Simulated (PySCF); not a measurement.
# Magnetic susceptibility: SMILES Sc1cnno1, C2H2N2OS

Geometry (Å), atoms numbered from 1 in this order:
```xyz
8

S     1.967    0.587   -0.483
C     0.353    0.083   -0.091
C    -0.707    0.760    0.456
N    -1.727   -0.142    0.531
N    -1.390   -1.260    0.096
O    -0.034   -1.160   -0.325
H     2.348   -0.628   -0.932
H    -0.800    1.789    0.787
```

Computed, not measured: GIAO KT3/aug-pcSseg-1 magnetisability, rotational g tensor and spin-rotation constants, non-relativistic, gas phase (PySCF). Geometry: PBE0-D3(BJ)/def2-SVP.

Question: How diamagnetic is it, and how anisotropic?

Answer: Isotropic -842 × 10⁻³⁰ J/T², or -50.7 × 10⁻⁶ cm³/mol; principal values -1211, -742, -572 × 10⁻³⁰ J/T², anisotropy 573 × 10⁻³⁰ J/T² (root of half the summed squared differences of the principal values). The susceptibility is in cgs units.

Question: Split it along the inertial axes a, b, c into diamagnetic and paramagnetic parts about the centre of mass, with the quadrupole moment.

Answer: 
| axis | χ (10⁻⁶ cm³/mol) | diamagnetic (10⁻⁶ cm³/mol) | paramagnetic (10⁻⁶ cm³/mol) | summed x² of all electrons (Å²) | quadrupole Θ (D Å) |
| --- | --- | --- | --- | --- | --- |
| a | -44.7 | -191.7 | 147.0 | 129.1 | -4.35 |
| b | -34.5 | -585.2 | 550.7 | 36.3 | +5.63 |
| c | -73.0 | -701.7 | 628.8 | 8.9 | -1.28 |

Anisotropies 2χaa − χbb − χcc = +18.0 and 2χbb − χaa − χcc = +48.7 × 10⁻⁶ cm³/mol. Θ is traceless in Buckingham's convention.

Question: And the rotational g tensor?

Answer: 
| axis | rotational constant (GHz) | g | nuclear part | electronic part |
| --- | --- | --- | --- | --- |
| a | 10.0440 | -0.1244 | 0.5692 | -0.6936 |
| b | 2.1492 | -0.0429 | 0.5131 | -0.5560 |
| c | 1.7704 | +0.0001 | 0.5230 | -0.5230 |

Asymmetric top; isotopes 12C, 1H, 14N, 16O, 32S; no vibrational averaging.
